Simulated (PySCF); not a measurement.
# Frontier levels across methods

1,2-dimethoxyethane, C4H10O2.
Atom-mapped SMILES: `[CH3:1][O:2][CH2:3][CH2:4][O:5][CH3:6]` (hydrogens: H7, H8, H9 on C1; H10, H11 on C3; H12, H13 on C4; H14, H15, H16 on C6)

Cartesian coordinates in Å at the PBE0-D3(BJ)/def2-SVP level; atoms count from 1:
```xyz
16
C4H10O2 angstrom
C     -0.6787   -2.3215    1.7468
O      0.1628   -1.3875    1.1499
C     -0.5092   -0.4737    0.3396
C      0.5092    0.4737   -0.2498
O     -0.1628    1.3875   -1.0601
C      0.6787    2.3215   -1.6571
H     -1.2210   -2.9317    0.9968
H     -0.0613   -2.9921    2.3610
H     -1.4344   -1.8422    2.4011
H     -1.2601    0.1067    0.9145
H     -1.0556   -0.9815   -0.4819
H      1.0556    0.9816    0.5717
H      1.2601   -0.1067   -0.8247
H      0.0613    2.9921   -2.2712
H      1.4345    1.8422   -2.3113
H      1.2209    2.9317   -0.9070
```

Basis pcSseg-1 throughout (PySCF), one geometry. One conformer (not necessarily the lowest) at the PBE0-D3(BJ)/def2-SVP geometry, without solvent, vibrations or thermal averaging.

How do the orbital energies and the gap change with the method?

| method | kind | HOMO (eV) | LUMO (eV) | gap (eV) | SCF cycles |
| --- | --- | --- | --- | --- | --- |
| BLYP | GGA | -5.63 | 0.79 | 6.42 | 13 |
| OPBE | GGA | -5.71 | 1.07 | 6.78 | 13 |
| PBE | GGA | -5.72 | 0.81 | 6.53 | 13 |
| LDA | LDA | -5.81 | 0.57 | 6.38 | 13 |
| BP86 | GGA | -5.83 | 0.84 | 6.67 | 13 |
| PBE0 | global hybrid | -7.35 | 1.66 | 9.01 | 11 |
| HF | Hartree–Fock | -11.47 | 4.47 | 15.94 | 9 |

The HOMO spans 5.84 eV, from BLYP down to HF, and the gap runs from 6.38 eV (LDA) to 15.94 eV (HF). Over the methods BLYP (0 %), OPBE (0 %), PBE (0 %), LDA (0 %), BP86 (0 %), PBE0 (25 %), HF (100 %), a straight line through the gap against the share of exact exchange rises by 0.94 eV for each 10 % (correlation coefficient 0.999). The dipole is below 0.03 D at every level.
